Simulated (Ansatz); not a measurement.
`BBO` + H₂ → `BO` + BH₃ at 500 K and 1 bar (hydrogenolysis of a B–B bond).

Isolated molecules relaxed with PBE0-D4/def2-TZVP in Ansatz; ΔE leaves out vibrations. CCSD(T)/CBS adds triple-zeta CCSD(T) − MP2 to the extrapolated MP2 energy (def2 sets, frozen cores). This one scheme is used for every species. Each species was taken in one conformer, which may not be the lowest.

```tsv
species	CCSD(T)/CBS energy (Eh)	H − E (kJ/mol)	S (J/(mol·K))
`BBO`	-127.16606	153.7	310.2
H₂	-1.17544	41.0	145.5
`BO`	-101.80414	113.6	256.0
BH₃	-26.55200	86.8	208.8
```

H − E and S are ideal-gas, rigid-rotor, harmonic terms from PBE0-D4/def2-TZVP, for one conformer and one mirror image of each species. For small species the MP2-based limit differs from directly extrapolated CCSD(T) by up to some mEh (0.8 for H₂); such offsets cancel only in part. 1 Eh = 2625.50 kJ/mol, R = 8.31446 J/(mol·K).

Q: By hand: ΔE, ΔH, ΔS and ΔG.

A: ΔE = (-101.80414) + (-26.55200) − (-127.16606) − (-1.17544) = -0.01464 Eh = -38.4 kJ/mol. Δ(H − E) = 113.6 + 86.8 − 153.7 − 41.0 = 5.7, so ΔH = -32.7 kJ/mol. ΔS = 256.0 + 208.8 − 310.2 − 145.5 = 9.1 J/(mol·K). ΔG = -32.7 − 500 × (9.1)/1000 = -37.2 kJ/mol.

Q: By hand: the equilibrium constant, and the temperature at which ΔG would vanish if ΔH and ΔS stayed fixed.

A: log₁₀ K = −ΔG/(RT ln 10) = 3.9. ΔH and −TΔS have one sign here, so there is no such temperature.

The number of gas molecules stays the same, so ΔS is small and ΔH decides. A doubt of 5 kJ/mol in ΔE shifts log₁₀ K by 0.5 here. Other conformers and mirror images would add mixing entropy, several J/(mol·K) or more a flexible species. These are equilibria of isolated gas molecules and say nothing of rates. Largest T1 diagnostic: 0.014 (customary marks: 0.02 for closed shells, 0.045 for open ones).

ΔS is within the doubt of such terms, so its sign, and with it that verdict, could turn.
